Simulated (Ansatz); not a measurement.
in.yaml

```yaml
crystal:
  periodic: [false, false, false]
  atoms:
    - {symbol: Br, position_ang: [0.000000, -0.053268, 0.029953]}
    - {symbol: H, position_ang: [0.000000, 3.275660, -3.450291]}
    - {symbol: H, position_ang: [0.000000, 0.947107, 1.075800]}
basis:
  gaussian: {orbitals: def2-TZVP}
total_charge: 1
magnetization: {spin_polarized: false}
correlation: {method: ccsd, electrons: valence}
```

```sh
$ ansatz run in.yaml --threads 1 --pin off --events-out ev --progress --plain --max-ram 2393MiB
```

Output:

```
425 factors; integrals over basis functions are off by at most 7.8e-4 eV
mean field evaluation 1: about -70013.4634 eV, gradient 2.5e1 eV
mean field evaluation 2: about -70013.4847 eV, gradient 2.5e1 eV
mean field evaluation 4: about -70014.6501 eV, gradient 1.0e1 eV
mean field evaluation 8: about -70015.0679 eV, gradient 9.2e-1 eV
mean field evaluation 16: about -70015.2057 eV, gradient 4.2e-5 eV
mean field evaluation 32: about -70015.0347 eV, gradient 2.1e0 eV
mean field evaluation 64: about -70015.1754 eV, gradient 2.4e-1 eV
mean field evaluation 96: about -70015.2056 eV, gradient 1.3e-1 eV
mean field -70015.20565622 eV, -2573.0113498553 hartree, gradient 5.9e-6 eV, S^2 0.000000; 6 other end points of the search recorded, 0 dependent functions left out; unrestricted orbitals would lower it
determinant -70015.20565622 eV, -2573.0113498553 hartree, with singles and doubles -70022.43894625 eV, -2573.2771683609 hartree
determinant -70014.99601396 eV, -2573.0036456441 hartree, with singles and doubles -70023.01458445 eV, -2573.2983226744 hartree
determinant -70015.20565622 eV, -2573.0113498553 hartree, with singles and doubles -70024.35468609 eV, -2573.3475705013 hartree
determinant -70014.99601396 eV, -2573.0036456441 hartree, with singles and doubles -70023.01567034 eV, -2573.2983625803 hartree
mean field evaluation 128: about -70013.4921 eV, gradient 1.8e1 eV
mean field evaluation 160: about -70017.8533 eV, gradient 1.5e-2 eV
...
unrestricted determinant -70017.85329450 eV, -2573.1086487672 hartree, S^2 1.0100
9 core orbitals not correlated: weight in the atoms' cores, before any rotation towards them, 1.000 or more for the frozen orbitals, at most 0.000 for the correlated occupied ones
reference -70015.20565622 eV, -2573.0113498553 hartree; 9, 9 occupied and 42, 42 virtual orbitals, 425 factors
second order -8.38056087 eV of doubles, -0.00000000 eV of singles
...
cycle  42  -9.14236163 eV  change    2.0e-3 eV  update   8.8e-3
cycle  43  -9.13665250 eV  change    5.7e-3 eV  update   1.0e-2
cycle  44  -9.13840522 eV  change   -1.8e-3 eV  update   1.8e-2
cycle  45  -9.15553045 eV  change   -1.7e-2 eV  update   1.6e-2
cycle  46  -9.15372661 eV  change    1.8e-3 eV  update   1.0e-2
cycle  47  -9.14982849 eV  change    3.9e-3 eV  update   7.4e-3
cycle  48  -9.14786341 eV  change    2.0e-3 eV  update   1.4e-3
cycle  49  -9.14902582 eV  change   -1.2e-3 eV  update   1.7e-3
cycle  50  -9.14902231 eV  change    3.5e-6 eV  update   8.1e-6
cycle  51  -9.14902170 eV  change    6.1e-7 eV  update   5.2e-6
WARN: the results are in doubt because among natural orbitals the method converges to other amplitudes
Total energy: -70024.35467793 eV, -2573.3475702014 hartree
In doubt: among natural orbitals the method converges to other amplitudes
```

The T1 diagnostic is 0.225, too large for the energy to be relied on.

Ran on 1 thread of Arm Neoverse V2, shared host: 9.5 s wall, 0.15 GiB peak host memory.
